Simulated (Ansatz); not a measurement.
This geometry of C3H6N (10 atoms, charge 1, multiplicity 1) is a first-order saddle point.

All numbers below come from Ansatz, RKS PBE0-D4/STO-3G.

```xyz
10
Properties=species:S:1:pos:R:3
C -1.292 0.227 -0.616
C -0.044 0.075 0.035
C 0.419 -1.240 0.228
N 0.681 1.293 0.386
H -1.848 -0.640 -1.032
H -1.713 1.245 -0.763
H -0.104 -2.111 -0.220
H 1.357 -1.450 0.786
H 0.987 1.259 1.392
H 1.558 1.342 -0.195
```

Problem. Which two structures does it join? (They come from a converged band through this point; their orientation in space is the band's.)

Solution. No bond is made or broken. The dihedral C1–C2–N4–H10 goes from 180 to 0°. The two ends are copies of one structure, up to a mirror image or an exchange of like atoms.

First end point:

```xyz
10
Properties=species:S:1:pos:R:3
C -1.271 0.226 -0.494
C 0.047 0.061 0.023
C 0.463 -1.300 0.074
N 0.833 1.108 0.433
H -1.858 -0.654 -0.811
H -1.740 1.225 -0.592
H -0.213 -2.102 -0.272
H 1.461 -1.593 0.455
H 0.493 2.083 0.381
H 1.785 0.946 0.804
```

Last end point:

```xyz
10
Properties=species:S:1:pos:R:3
C -1.271 0.226 -0.494
C 0.047 0.061 0.023
C 0.463 -1.300 0.074
N 0.833 1.108 0.433
H -1.858 -0.654 -0.811
H -1.740 1.225 -0.592
H -0.213 -2.102 -0.272
H 1.461 -1.593 0.456
H 1.785 0.946 0.804
H 0.493 2.083 0.381
```

Problem. How far does it lie above each of them?

Solution. 15.6 kcal/mol above the first and 15.6 kcal/mol above the second. This is the barrier of this one path; another mechanism may lie lower. Limits of this set-up: minimal basis, the dipole of an ion depends on the origin.

The run took 6.5 min on 1 thread of Arm Neoverse N1, with other jobs on the host, peak memory 0.1 GiB.
